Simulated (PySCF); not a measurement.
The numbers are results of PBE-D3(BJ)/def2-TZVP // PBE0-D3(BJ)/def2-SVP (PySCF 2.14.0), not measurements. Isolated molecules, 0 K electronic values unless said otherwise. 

Reference species (SMILES): `C#N` (neutral, multiplicity 1).

| Item | Value |
|---|---|
| dipole moment | 2.94 D |
| HOMO–LUMO gap | 8.07 eV |

Changed species: `COC` (free base O(CH3)2; the reference has free base NCH).

Task: Give the shifts of the dipole moment and HOMO–LUMO gap.

Result: the dipole moment decreases by 1.88 D, to 1.06 D; the HOMO–LUMO gap falls by 1.67 eV, to 6.40 eV.
